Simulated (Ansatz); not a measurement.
# SiO (singlet): wave-function methods side by side, cc-pV(D+d)Z

An exercise on one series of results from a longer session: the logs are not shown, and one member is left open.

Method: cc-pV(D+d)Z, core rule «outside noble gas», up to 6 orbitals frozen; program: Ansatz 0.2.0, Gaussian basis.

Plan: UHF; CCSD(T) on RHF; BCCD(T) on RHF; CISD; CCSDT(Q) on RHF; CISDTQ; CCSDTQ on RHF; CASSCF and MRCISD+Q, 10 electrons in 8 orbitals; CASSCF and NEVPT4(SD), 10 electrons in 8 orbitals; CASSCF and NEVPT2, 10 electrons in 8 orbitals.

10 further runs of the same task are left out: 10 set aside as unsound or not needed.

## What is computed

The geometry is an MP2(full)/6-31G* stationary point (not a proven minimum).

2 atoms, charge 0, spin multiplicity 1.

Atoms are counted from 1 here; the program's logs count them from 0.

Bond lengths: Si1–O2 1.542 Å.

Geometry (Å):

```xyz
2
OSi
Si    0.0000    0.0000    0.0000
O     0.0000    0.0000    1.5423
```

The first run:

in.yaml reads:

```yaml
crystal:
  periodic: [false, false, false]
  atoms:
    - {symbol: Si, position_ang: [0.000000, 0.000000, 0.000000]}
    - {symbol: O, position_ang: [0.000000, 0.000000, 1.542326]}
basis:
  gaussian: {orbitals: "cc-pV(D+d)Z.json"}
magnetization: {spin_polarized: true, initial_magnetization: 0}
hamiltonian: {xc: hf}
output: {orbitals: {seedname: orbitals}}
```

Run with:

```bash
$ ansatz run in.yaml --threads 1 --pin off --events-out ev --progress --plain --max-ram 3956MiB --backend cpu
```

Among the steps run: UHF; CCSD(T) on RHF; BCCD(T) on RHF; CISD; CCSDT(Q) on RHF; CISDTQ; CCSDTQ on RHF; CASSCF and MRCISD+Q, 10 electrons in 8 orbitals; CASSCF and NEVPT4(SD), 10 electrons in 8 orbitals; CASSCF and NEVPT2, 10 electrons in 8 orbitals.

One table of the session follows, with a row left open; its other results are not shown here.

```
            method  from RCCSDTQ (kcal/mol)
               RHF                  +185.85
              RMP2                   +12.46
              CISD                        ?
             RCCSD                    +9.01
          RCCSD(T)                    +1.32
           BCCD(T)                    +1.22
            RCCSDT                    +0.89
            CISDTQ                    +1.68
         RCCSDT(Q)                    -0.27
           RCCSDTQ                        0
    CASSCF valence                  +106.39
    NEVPT2 valence                   +26.67
NEVPT4(SD) valence                    +5.68
    MRCISD valence                    +8.03
  MRCISD+Q valence                    +1.92
```

**Question.** Estimate the row for CISD.

As computed: from RCCSDTQ (kcal/mol): +22.81. In the column «from RCCSDTQ (kcal/mol)» it lies between RMP2 (+12.46) and NEVPT2 valence (+26.67).
